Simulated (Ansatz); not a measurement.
2H WSe2 was calculated with LDA (PAW; Ansatz, an electronic-structure program).

Numerical settings: plane-wave cutoff 520 eV, 12×12×4 k mesh (along the axes of the cell as run), no spin polarisation, scalar-relativistic PAW data made under PBE.

Cell (measured lattice):

```cif
data_Se4W2
_chemical_formula_sum 'W2 Se4'
_space_group_name_H-M_alt 'P 1'
_space_group_IT_number 1
_cell_length_a 3.28200
_cell_length_b 3.28200
_cell_length_c 12.96000
_cell_angle_alpha 90.000
_cell_angle_beta 90.000
_cell_angle_gamma 120.000
loop_
_space_group_symop_operation_xyz
  'x, y, z'
loop_
_atom_site_label
_atom_site_type_symbol
_atom_site_fract_x
_atom_site_fract_y
_atom_site_fract_z
_atom_site_occupancy
W1 W 0.66667 0.33333 0.75000 1
W2 W 0.33333 0.66667 0.25000 1
Se1 Se 0.66667 0.33333 0.12223 1
Se2 Se 0.33333 0.66667 0.62223 1
Se3 Se 0.33333 0.66667 0.87777 1
Se4 Se 0.66667 0.33333 0.37777 1
```

Q: What does this level give for the Voigt–Reuss–Hill shear modulus (Hill average), Young modulus, elastic constant C11, elastic constant C12, elastic constant C13, elastic constant C33, elastic constant C44 and elastic constant C66?

A: 
* **Voigt–Reuss–Hill shear modulus (Hill average)**: 36.5 GPa
* **Young modulus**: 85.7 GPa
* **elastic constant C11**: 192 GPa
* **elastic constant C12**: 36.6 GPa
* **elastic constant C13**: 6.94 GPa
* **elastic constant C33**: 35.3 GPa
* **elastic constant C44**: 16.5 GPa
* **elastic constant C66**: 77.9 GPa

Note: the cell isn't this level's own, so it is under some stress, which shifts stiffness and frequencies.

Elastic constants are with the ions relaxed.

Spin–orbit coupling is not included.
